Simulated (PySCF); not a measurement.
C4H8ClF.
Numbering: `[CH3:1][CH2:2][CH2:3][C@@H:4]([F:5])[Cl:6]` (hydrogens: H7, H8, H9 on C1; H10, H11 on C2; H12, H13 on C3; H14 on C4)

Theory: PBE0-D3(BJ)/def2-SVP geometry optimisation, gas phase (PySCF).

Give the optimised bond lengths and angles.

```
               bond  length (Å)
              C1–C2       1.520
              C2–C3       1.523
              C3–C4       1.507
              C4–F5       1.356
             C4–Cl6       1.789
C1–H7, C1–H8, C1–H9       1.101
             C2–H10       1.102
             C2–H11       1.104
             C3–H12       1.102
             C3–H13       1.103
             C4–H14       1.102
```

Bonds in one row agree within 0.01 Å and their mean is given. A selection of angles:
```
     angle  degrees
  C2–C1–H7    111.4
  H7–C1–H8    107.6
  C1–C2–C3    112.6
 C1–C2–H10    110.1
 C1–C2–H11    109.8
 C3–C2–H10    108.8
 C3–C2–H11    109.3
H10–C2–H11    106.1
  C2–C3–C4    112.7
 C2–C3–H12    110.8
 C2–C3–H13    110.7
 C4–C3–H12    108.2
 C4–C3–H13    107.6
H12–C3–H13    106.8
  C3–C4–F5    110.3
 C3–C4–Cl6    110.9
 C3–C4–H14    112.7
 F5–C4–Cl6    108.8
 F5–C4–H14    108.1
Cl6–C4–H14    105.9
```

Torsions: C1–C2–C3–C4 -179° (antiperiplanar); C2–C3–C4–F5 61° (synclinal).

Of the pairs four or more bonds apart, F5···H10 is among the closest relative to their van der Waals radii: 2.56 Å, 96 % of the sum of Bondi's values.

Point group: C1 (no symmetry element, even within 0.4 Å). PBE0-D3(BJ)/def2-SVP frequencies: not computed here. The numbers are those of one conformer.

On one thread of an Arm Neoverse V1 (shared host), this took 49 s. This is the geometry optimisation.
